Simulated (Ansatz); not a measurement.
Nudged elastic band run: AlH₇Si

Input file:

```yaml
crystal:
  periodic: [false, false, false]
  atoms:
    - { symbol: Al, position_ang: [-0.034905, 0.224666, 0.160292] }
    - { symbol: H, position_ang: [0.398546, 1.186018, 1.357085] }
    - { symbol: H, position_ang: [1.096698, -0.533795, -0.681045] }
    - { symbol: H, position_ang: [-1.534611, 0.212805, -0.383509] }
    - { symbol: Si, position_ang: [0.146724, -2.710199, 1.10035] }
    - { symbol: H, position_ang: [-0.345182, -3.064331, -0.250679] }
    - { symbol: H, position_ang: [1.621578, -2.784018, 1.214817] }
    - { symbol: H, position_ang: [-0.518118, -3.530805, 2.146733] }
    - { symbol: H, position_ang: [-0.28883, -1.29404, 1.427858] }
basis:
  gaussian: { orbitals: "6-31G*" }
hamiltonian:
  xc: pbe0
  dispersion: d4
neb:
  order_check: false
  images: 5
  f_tol: 0.05
  max_iterations: 60
  final_atoms:
    - { symbol: Al, position_ang: [-0.10503788, -0.55709826, -0.12662683] }
    - { symbol: H, position_ang: [0.19974415, 0.77526406, 1.64190577] }
    - { symbol: H, position_ang: [1.15334665, 0.21907266, -0.72216598] }
    - { symbol: H, position_ang: [-1.55802616, 0.08068837, -0.27993426] }
    - { symbol: Si, position_ang: [0.13732684, -2.83086872, 0.76689465] }
    - { symbol: H, position_ang: [-0.26222432, -3.8297269, -0.27219994] }
    - { symbol: H, position_ang: [1.53685978, -3.16391697, 1.16998473] }
    - { symbol: H, position_ang: [-0.73593649, -3.07919444, 1.95498859] }
    - { symbol: H, position_ang: [0.17584742, 0.0920812, 1.95905527] }
  initial_path:
    images:
      - { positions_ang: [[-0.034905, 0.224666, 0.160292], [0.398546, 1.186018, 1.357085], [1.096698, -0.533795, -0.681045], [-1.534611, 0.212805, -0.383509], [0.146724, -2.710199, 1.10035], [-0.345182, -3.064331, -0.250679], [1.621578, -2.784018, 1.214817], [-0.518118, -3.530805, 2.146733], [-0.28883, -1.29404, 1.427858]] }
      - { positions_ang: [[-0.03071375, 0.1469654, 0.1020407], [0.25714062, 0.7945632, 1.53653318], [1.17440863, -0.35364683, -0.71813035], [-1.4803291, 0.12856026, -0.52118402], [0.14064395, -2.63388358, 1.01288644], [-0.44521653, -3.15930941, -0.18209057], [1.58895204, -2.82643685, 1.0904185], [-0.48168022, -3.2083135, 2.16217547], [-0.18130564, -1.18219769, 1.60925266]] }
      - { positions_ang: [[-0.02652249, 0.0692648, 0.0437894], [0.11573525, 0.40310841, 1.71598135], [1.25211925, -0.17349867, -0.7552157], [-1.4260472, 0.04431552, -0.65885905], [0.1345639, -2.55756815, 0.92542288], [-0.54525107, -3.25428781, -0.11350214], [1.55632609, -2.86885571, 0.96602], [-0.44524244, -2.88582201, 2.17761794], [-0.07378129, -1.07035538, 1.79064732]] }
      - { positions_ang: [[-0.02233124, -0.0084358, -0.0144619], [-0.02567013, 0.01165361, 1.89542953], [1.32982988, 0.0066495, -0.79230106], [-1.3717653, -0.03992922, -0.79653407], [0.12848386, -2.48125273, 0.83795933], [-0.6452856, -3.34926622, -0.04491371], [1.52370013, -2.91127456, 0.8416215], [-0.40880467, -2.56333051, 2.19306041], [0.03374307, -0.95851307, 1.97204197]] }
      - { positions_ang: [[-0.04990012, -0.19132329, -0.05185021], [0.04946796, 0.26619042, 1.81092161], [1.27100214, 0.07745722, -0.7689227], [-1.43385225, 0.00027664, -0.62433413], [0.13143152, -2.59779139, 0.8142711], [-0.51759851, -3.50941978, -0.12067579], [1.52808668, -2.9954887, 0.95107591], [-0.51784861, -2.73528515, 2.11370314], [0.08111119, -0.60831498, 1.96771307]] }
      - { positions_ang: [[-0.077469, -0.37421078, -0.08923852], [0.12460606, 0.52072724, 1.72641369], [1.2121744, 0.14826494, -0.74554434], [-1.49593921, 0.04048251, -0.4521342], [0.13437918, -2.71433005, 0.79058288], [-0.38991142, -3.66957334, -0.19643786], [1.53247323, -3.07970284, 1.06053032], [-0.62689255, -2.9072398, 2.03434586], [0.12847931, -0.25811689, 1.96338417]] }
      - { positions_ang: [[-0.10503788, -0.55709826, -0.12662683], [0.19974415, 0.77526406, 1.64190577], [1.15334665, 0.21907266, -0.72216598], [-1.55802616, 0.08068837, -0.27993426], [0.13732684, -2.83086872, 0.76689465], [-0.26222432, -3.8297269, -0.27219994], [1.53685978, -3.16391697, 1.16998473], [-0.73593649, -3.07919444, 1.95498859], [0.17584742, 0.0920812, 1.95905527]] }
```

Launched with:

```bash
$ ansatz run input.yaml --threads 1 --pin off --max-ram 2048MiB --backend cpu --events-out ev --progress --plain --runs-dir out
```

Output, in part (warnings, iteration lines, the closing report on the highest movable image, with atoms numbered from 0):

```
NEB end point (image 0): max|allowed force component| = 2.642e-2 eV/Å (the criterion of neb.relax_end_points is 1.000e-2)
NEB end point (image 6): max|allowed force component| = 1.891e-2 eV/Å (the criterion of neb.relax_end_points is 1.000e-2)
NEB iter   1: max|band force component| = 2.000e0 eV/Å  barrier→ = 2.4358 eV  barrier← = 2.2389 eV  Δτ_max = 0.2000 Å  (145 SCF iters)
NEB iter   2: max|band force component| = 1.427e0 eV/Å  barrier→ = 1.6899 eV  barrier← = 1.4930 eV  Δτ_max = 0.2000 Å  (116 SCF iters)
NEB iter   3: max|band force component| = 1.243e0 eV/Å  barrier→ = 1.3960 eV  barrier← = 1.1991 eV  Δτ_max = 0.1970 Å  (111 SCF iters)
NEB iter   4: max|band force component| = 7.716e-1 eV/Å  barrier→ = 1.3525 eV  barrier← = 1.1555 eV  Δτ_max = 0.1945 Å  (109 SCF iters)
NEB iter   5: max|band force component| = 4.336e-1 eV/Å  barrier→ = 1.1607 eV  barrier← = 0.9638 eV  CI = image 3  Δτ_max = 0.2000 Å  (108 SCF iters)
NEB iter   6: max|band force component| = 1.857e-1 eV/Å  barrier→ = 1.1738 eV  barrier← = 0.9769 eV  CI = image 3  Δτ_max = 0.0251 Å  (103 SCF iters)
NEB iter   7: max|band force component| = 3.530e-2 eV/Å  barrier→ = 1.1705 eV  barrier← = 0.9736 eV  CI = image 3  Δτ_max = 0.0364 Å  (97 SCF iters)
NEB iter   8: max|band force component| = 6.603e-2 eV/Å  barrier→ = 1.1697 eV  barrier← = 0.9727 eV  CI = image 3  Δτ_max = 0.0182 Å  (22 SCF iters)
NEB iter   9: max|band force component| = 5.548e-2 eV/Å  barrier→ = 1.1684 eV  barrier← = 0.9715 eV  CI = image 3  Δτ_max = 0.0182 Å  (98 SCF iters)
NEB iter  10: max|band force component| = 4.652e-2 eV/Å  barrier→ = 1.1675 eV  barrier← = 0.9706 eV  CI = image 3  Δτ_max = 0.0182 Å  (95 SCF iters)
NEB iter  11: max|band force component| = 6.473e-2 eV/Å  barrier→ = 1.1667 eV  barrier← = 0.9698 eV  CI = image 3  Δτ_max = 0.0365 Å  (20 SCF iters)
NEB iter  12: max|band force component| = 6.291e-2 eV/Å  barrier→ = 1.1650 eV  barrier← = 0.9681 eV  CI = image 3  Δτ_max = 0.0730 Å  (101 SCF iters)
NEB iter  13: max|band force component| = 8.973e-2 eV/Å  barrier→ = 1.1620 eV  barrier← = 0.9651 eV  CI = image 3  Δτ_max = 0.1454 Å  (101 SCF iters)
NEB iter  14: max|band force component| = 9.961e-2 eV/Å  barrier→ = 1.1592 eV  barrier← = 0.9623 eV  CI = image 3  Δτ_max = 0.0732 Å  (101 SCF iters)
NEB iter  15: max|band force component| = 2.013e-1 eV/Å  barrier→ = 1.1573 eV  barrier← = 0.9604 eV  CI = image 3  Δτ_max = 0.0367 Å  (102 SCF iters)
NEB iter  16: max|band force component| = 1.401e-1 eV/Å  barrier→ = 1.1564 eV  barrier← = 0.9595 eV  CI = image 3  Δτ_max = 0.0731 Å  (103 SCF iters)
NEB iter  17: max|band force component| = 2.176e-1 eV/Å  barrier→ = 1.1559 eV  barrier← = 0.9589 eV  CI = image 3  Δτ_max = 0.0729 Å  (105 SCF iters)
NEB iter  18: max|band force component| = 2.200e-1 eV/Å  barrier→ = 1.1554 eV  barrier← = 0.9585 eV  CI = image 3  Δτ_max = 0.1464 Å  (103 SCF iters)
NEB iter  19: max|band force component| = 1.236e-1 eV/Å  barrier→ = 1.1550 eV  barrier← = 0.9581 eV  CI = image 3  Δτ_max = 0.0671 Å  (96 SCF iters)
NEB iter  20: max|band force component| = 9.194e-2 eV/Å  barrier→ = 1.1549 eV  barrier← = 0.9579 eV  CI = image 3  Δτ_max = 0.0372 Å  (94 SCF iters)
NEB iter  21: max|band force component| = 4.885e-2 eV/Å  barrier→ = 1.1548 eV  barrier← = 0.9579 eV  CI = image 3  Δτ_max = 0.0000 Å  (203 SCF iters)
Total energy: -14578.51058066 eV, -535.7503821699 hartree
Atom 0 at    -0.105237    -0.137312     0.000013 Å, force    -0.001077     0.000075     0.000188 eV/Å
Atom 1 at     0.286155     0.366661     1.590258 Å, force    -0.000251     0.000218     0.000411 eV/Å
Atom 2 at     1.191112     0.030128    -0.887261 Å, force    -0.000421    -0.000687    -0.000503 eV/Å
Atom 3 at    -1.664059     0.037769    -0.187443 Å, force    -0.000001     0.000540     0.000747 eV/Å
Atom 4 at     0.130856    -2.568089     0.966750 Å, force    -0.000008     0.000323    -0.003007 eV/Å
Atom 5 at    -0.228008    -3.277921    -0.297799 Å, force     0.001422     0.000015     0.001073 eV/Å
Atom 6 at     1.500586    -2.997661     1.365138 Å, force     0.000530    -0.000739     0.001188 eV/Å
Atom 7 at    -0.835900    -2.989519     2.019242 Å, force    -0.001402     0.000221     0.000091 eV/Å
Atom 8 at     0.266396    -0.757755     1.523004 Å, force     0.001209     0.000034    -0.000189 eV/Å
Dipole moment:     0.009597    -0.001919     0.041081 e Å
```

It converged. The band force fell under the threshold earlier too, but the program's further tests of the path sent the band on. A vibrational analysis at the climbing image gives one clearly imaginary mode, 1203i cm⁻¹: a first-order saddle point. The orbitals stay closed-shell, which can raise the energy where a bond breaks towards radicals; this wasn't checked here.

Final band (atoms are numbered from 1 in the order of the input):

| image | path coordinate (Å) | energy (eV) | Al1–H2 (Å) | Si5–H9 (Å) | Al1–Si5 (Å) |
| --- | --- | --- | --- | --- | --- |
| 0 | 0.00 | 0.00 | 1.60 | 1.52 | 3.09 |
| 1 | 0.72 | 0.01 | 1.60 | 1.51 | 3.13 |
| 2 | 1.45 | 0.22 | 1.60 | 1.53 | 2.97 |
| 3 | 2.17 | 1.15 | 1.71 | 1.90 | 2.63 |
| 4 | 2.69 | 0.53 | 1.96 | 2.34 | 2.46 |
| 5 | 3.21 | 0.23 | 2.16 | 2.78 | 2.45 |
| 6 | 3.74 | 0.20 | 2.24 | 3.16 | 2.46 |

Run time: 3.3 min on 1 thread of Arm Neoverse V1 (shared host), peak memory 0.1 GiB.
